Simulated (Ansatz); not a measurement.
# Worked example: the enthalpy of formation of C4H6O (vinyl ether)

C4H6O has 11 atoms, charge 0, and is taken as a singlet. SMILES: `C=COC=C`. The shape is that of a PBE0-D4/def2-TZVP optimisation. This is one conformer, not always the lowest.

Total energies at revPBE/6-31G* (spherical functions) (Ansatz 0.2.0); the atoms run unrestricted:

| species | state | energy (Eh) |
| --- | --- | --- |
| C4H6O | singlet | -231.119746 |
| C | triplet | -37.831466 |
| O | triplet | -75.034309 |
| H | doublet | -0.501936 |

Harmonic wavenumbers at PBE0-D4/def2-TZVP, in cm⁻¹: 94, 211, 285, 459, 594, 726, 742, 865, 885, 896, 992, 1005, 1019, 1148, 1263, 1326, 1366, 1418, 1436, 1704, 1729, 3168, 3186, 3188, 3215, 3281, 3282.

Measured heats of formation of the gaseous atoms at 298.15 K, in kJ/mol: C 716.9, O 249.2, H 218.0. Spin-orbit lowering of the atoms at 298 K (mean of the ground term's levels less their thermal mean, from spectra), in kJ/mol: C 0.02, O 0.40. Take 1 Eh = 2625.50 kJ/mol, 1 cm⁻¹ = 0.0119627 kJ/mol, RT = 2.479 kJ/mol.

Problem. What heat of formation follows?

Solution. 
1. Electronic atomisation energy: 4 × (-37.831466) + (-75.034309) + 6 × (-0.501936) − (-231.119746) = 1.747957 Eh = 4589.3 kJ/mol.
2. Zero-point energy: half the sum of the wavenumbers, 19741.5 cm⁻¹ = 236.2 kJ/mol.
3. Thermal vibrational enthalpy, Σ hcν̃/(exp(hcν̃/kT) − 1): 7.1 kJ/mol. Translation, rotation and pV of a non-linear molecule: 4 RT = 9.9 kJ/mol.
4. The 11 free atoms carry 5/2 RT each: 68.2 kJ/mol.
5. Spin-orbit coupling lowers the free atoms by 4 × 0.02 + 0.40 = 0.5 kJ/mol.
6. Atomisation enthalpy at 298 K: 4589.3 − 0.5 − 236.2 − 7.1 − 9.9 + 68.2 = 4403.8 kJ/mol.
7. Sum of the atoms' heats of formation: 4424.8 kJ/mol. Heat of formation: 4424.8 − 4403.8 = +21.0 kJ/mol.

The tabulated value is -13.6 kJ/mol (CRC Handbook of Chemistry and Physics), so this level is off by +34.6 kJ/mol, or 0.8 % of the atomisation enthalpy that the table implies (4438.3 kJ/mol). Anharmonicity and any spin-orbit splitting of the molecule are left out.
